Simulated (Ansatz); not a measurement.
`[BH2][AlH][SiH3]` + H₂O → `[OH][AlH][SiH3]` + BH₃ at 600 K and 1 bar (formal hydrolysis of the Al–B bond).

Computed with Ansatz on PBE0-D4/def2-TZVP structures; ΔE is electronic, products minus reactants. CBS: MP2 limit from def2 TZ/QZ plus the TZ coupled-cluster correction, frozen cores. This one scheme is used for every species. Each species was taken in one conformer, which may not be the lowest.

| species | CCSD(T)/CBS energy (Eh) | H − E (kJ/mol) | S (J/(mol·K)) |
| --- | --- | --- | --- |
| `[BH2][AlH][SiH3]` | -559.42478 | 190.9 | 431.5 |
| H₂O | -76.37941 | 76.8 | 212.8 |
| `[OH][AlH][SiH3]` | -609.31389 | 171.3 | 410.2 |
| BH₃ | -26.55200 | 91.5 | 217.3 |

H − E and S are ideal-gas, rigid-rotor, harmonic terms from PBE0-D4/def2-TZVP, for one conformer and one mirror image of each species. 1 Eh = 2625.50 kJ/mol, R = 8.31446 J/(mol·K).

By hand: ΔE, ΔH, ΔS and ΔG.

ΔE = (-609.31389) + (-26.55200) − (-559.42478) − (-76.37941) = -0.06170 Eh = -162.0 kJ/mol. Δ(H − E) = 171.3 + 91.5 − 190.9 − 76.8 = -4.9, so ΔH = -166.9 kJ/mol. ΔS = 410.2 + 217.3 − 431.5 − 212.8 = -16.8 J/(mol·K). ΔG = -166.9 − 600 × (-16.8)/1000 = -156.8 kJ/mol.

By hand: the equilibrium constant, and the temperature at which ΔG would vanish if ΔH and ΔS stayed fixed.

log₁₀ K = −ΔG/(RT ln 10) = 13.7. ΔG = 0 at ΔH/ΔS = 9935 K, far beyond where these terms or the molecules hold.

ΔH outweighs TΔS. A doubt of 5 kJ/mol in ΔE shifts log₁₀ K by 0.4 here. Other conformers and mirror images would add mixing entropy, several J/(mol·K) or more a flexible species. Modes under 60 cm⁻¹, often nearly free rotors, make the harmonic entropy too high. These are equilibria of isolated gas molecules and say nothing of rates. Largest T1 diagnostic: 0.014 (customary marks: 0.02 for closed shells, 0.045 for open ones).
